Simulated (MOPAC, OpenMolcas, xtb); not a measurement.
## C2H7Al (SMILES [CH3][AlH][CH3]): methods side by side

C2H7Al: 10 atoms, total charge 0, spin state singlet. SMILES: `[CH3][AlH][CH3]`. The shape is that of a PBE0-D4/def2-TZVP optimisation.

Each level gives the dipole moment (D). The values are calculated.

```
          level            kind     program  value (D)   CPU time
            PM3  semi-empirical       MOPAC       0.43  under 2 s
       GFN1-xTB  semi-empirical         xtb       1.24  under 2 s
   HF/def2-SVPD    Hartree–Fock  OpenMolcas       0.61       31 s
SVWN5/def2-SVPD             LDA  OpenMolcas       0.72       71 s
 BLYP/def2-SVPD             GGA  OpenMolcas       0.67       95 s
 TPSS/def2-SVPD        meta-GGA  OpenMolcas       0.66    1.8 min
BHLYP/def2-SVPD   global hybrid  OpenMolcas       0.62       88 s
```

The values span 0.43 to 1.24 D. Magnitudes only. Times are those of the runs behind each value, whatever else they computed, on shared processors of several kinds: orders of magnitude only.
